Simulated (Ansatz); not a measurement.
**AlGe, quartet in aug-cc-pVDZ: errors against full CI**

Geometry: a point of a stretch scan, not a stationary point.

```yaml
atoms:
  - { symbol: Ge, position_ang: [0.0000, 0.0000, 0.0000] }
  - { symbol: Al, position_ang: [0.0000, 0.0000, 2.7230] }
```

Basis aug-cc-pVDZ; Ansatz 0.2.0. Correlated methods freeze the noble-gas cores and the filled d shells of p-block atoms, which leaves 7 electrons in 44 orbitals. R marks a restricted (for open shells ROHF) determinant, U an unrestricted one. Active spaces: valence = (7e, 8o) chosen from the atoms' valence shells; pair = (5e, 5o) about the gap. No spin–orbit coupling is included, and no scalar relativity.

Full CI is exact within this basis and frozen core; it isn't the basis-set limit. The frozen core follows each run's orbitals, which can shift R against U totals by a few meV for light atoms and by up to 0.1 eV past Ca.

For open shells CISD and CISDTQ are restricted-active-space CI with the open shells as a complete middle space.

```
UHF ⟨S²⟩                          : 3.773
T1 diagnostic (RCCSD)             : 0.0397
largest doubles amplitude (RCCSD) : 0.055
```

```tsv
level	E − E(full CI) (mEh)	share of correlation (%)	wall time
RHF	132.64	0.00	–
RMP2	35.62	73.14	–
CISD	13.42	89.89	4.2 s
RCCSD	7.74	94.17	–
RCCSD(T)	2.11	98.41	8 s
BCCD(T)	2.14	98.38	4.5 s
RCCSDT	0.47	99.64	–
CISDTQ	0.32	99.76	34 s (H100)
RCCSDT(Q)	0.06	99.95	23 s
RCCSDTQ	0.01	99.99	17 s (H100)
CASSCF (pair space)	117.83	11.16	–
NEVPT2 (pair space)	35.66	73.11	3.8 s
MRCISD (pair space)	14.12	89.35	–
MRCISD+Q (pair space)	2.62	98.02	4.4 s
CASSCF (valence space)	85.90	35.23	–
NEVPT2 (valence space)	20.57	84.49	5.5 s
MRCISD (valence space)	5.55	95.81	–
MRCISD+Q (valence space)	-0.60	100.45	6.5 s
MRCISD+Q(relaxed) (valence space)	-1.31	100.99	7 s
```

The correlation energy at full CI, counted from RHF, is -3.609 eV. That run took 3.5 min on 5 threads of AMD EPYC 7R13 with a whole H100 80 GB, shared host over 256,945,360 determinants.

Run but not shown, since their state or frozen core can't be matched to the reference's or they repeat it: UHF, UMP2, UCCSD, UCCSD(T), UCCSDT, UCCSDT(Q), UCCSDTQ.

Times hold each run's SCF and search for its determinant on a shared host, so for small cases they say little of a method's own cost; rows without a card ran on 1 thread of AMD EPYC 7R13.

More than 5 meV below full CI, which no variational method can be: MRCISD+Q (valence space), MRCISD+Q(relaxed) (valence space).

The full-CI state has the irrep A2 of C2v, in the program's axes (one component, if the state is degenerate).

Natural occupations of full CI about the gap: 1.935 1.875 0.984 0.967 0.967 0.059 0.059 0.042 0.013 0.013; effectively unpaired electrons, Σ n²(2−n)², 3.10.
